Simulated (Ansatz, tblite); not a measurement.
Cost and result up the ladder for Li2N (the lowest doublet isomer of a short search) (3 atoms). Total charge 0; doublet. Geometry: PBE0-D4/def2-TZVP.

```tsv
atom	x (Å)	y (Å)	z (Å)
Li1	-0.919	1.232	0.835
Li2	0.916	-1.235	-0.835
N3	0.003	0.002	0.000
```

Ansatz on 4 threads of Arm Neoverse V2 on a shared host; xTB runs through tblite on one thread. Times are rough, summed over both states, and most runs start from the orbitals of an earlier one. RPA@PBE/def2-TZVP serves as the yardstick here, not as an exact answer. Differences are given only for rows in sets of like size (and for xTB, whose basis is part of the method), since another set adds its own error. The other state is a quartet at its own geometry.

The xTB rows come from tblite. B3LYP takes the VWN-RPA correlation. Correlated methods freeze 1 core orbital; core or outer-core shells of Li are correlated, in sets that lack core-valence functions. The structure comes from a short search, and lower isomers may exist.

Run but left out: HF/6-31G, MP2/def2-TZVP (doublet: ⟨S²⟩ 0.90 to 1.09, where a pure state has 0.75); HF/def2-TZVP (doublet: a determinant that CCSD turns far, T1 0.074); HF/def2-TZVPP, MP2/def2-TZVPP, CCSD/def2-TZVPP, CCSD(T)/def2-TZVPP (flagged by the program: other roots).

Correlated methods converge slowly with the basis.

xTB has no spin-polarisation term.

```csv
level,functions,wall time,quartet − doublet (eV),difference from RPA@PBE/def2-TZVP (eV)
GFN1-xTB,12,0.003 s,3.16,2.77
GFN2-xTB,12,0.004 s,3.28,2.89
LDA (SPW92)/def2-TZVP,59,1.1 s,1.29,0.89
B3LYP-D4/6-31G,27,1.1 s,0.77,–
PBE-D4/def2-TZVP,59,1.5 s,0.94,0.54
RPA@PBE/def2-TZVP,59,3.5 s,0.40,0.00
r2SCAN0-D4/def2-TZVP,59,5.2 s,0.72,0.32
r2SCAN-D4/def2-TZVP,59,6.5 s,0.85,0.46
```
